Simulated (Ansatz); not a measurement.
Reaction: PH3 (SMILES P) → PH2 (SMILES [PH2], doublet) + H (doublet) (the H-P bond breaks)
Each species at its own B3LYP-D3(BJ)/def2-TZVP minimum (Ansatz, a quantum-chemistry and plane-wave program).

Total energies in hartree (Ansatz). UHF or UKS for unpaired electrons; spin-orbit terms are left out. Correlated methods leave the cores frozen. No relativity. Where a partner has so few electrons that a lower coupled-cluster level is exact, that level stands in.

```csv
species,HF/cc-pV(T+d)Z,CCSD(T)/cc-pV(T+d)Z,HF/cc-pV(Q+d)Z,CCSD(T)/cc-pV(Q+d)Z,CCSDT(Q)/cc-pV(Q+d)Z
"1: PH3 (phosphane, SMILES P)",-342.48995,-342.69519,-342.49365,-342.70959,-342.71074
"2: PH2 (SMILES [PH2], doublet)",-341.88871,-342.05854,-341.89218,-342.07094,-342.07210
3: H (doublet),-0.49981,-0.49981,-0.49995,-0.49995,-0.49995
```

Q: Work out the bond dissociation energy (electronic) in kJ/mol: take Hartree-Fock from cc-pV(Q+d)Z, extrapolate the CCSD(T) correlation energy as X^-3 (X = 3, 4), and add CCSDT(Q) - CCSD(T) in cc-pV(Q+d)Z. 1 hartree = 2625.5 kJ/mol.

A: 
Species 1: correlation (64·(-0.21594) - 27·(-0.20524))/37 = -0.22375; step -0.00115; E1 = -342.49365 + (-0.22375) + (-0.00115) = -342.71855
Species 2: correlation (64·(-0.17876) - 27·(-0.16983))/37 = -0.18528; step -0.00116; E2 = -341.89218 + (-0.18528) + (-0.00116) = -342.07862
Species 3: correlation (64·(0.00000) - 27·(0.00000))/37 = 0.00000; step +0.00000; E3 = -0.49995 + (0.00000) + (+0.00000) = -0.49995
-1·E1 +1·E2 +1·E3 = 0.13998 hartree = 367.5 kJ/mol.
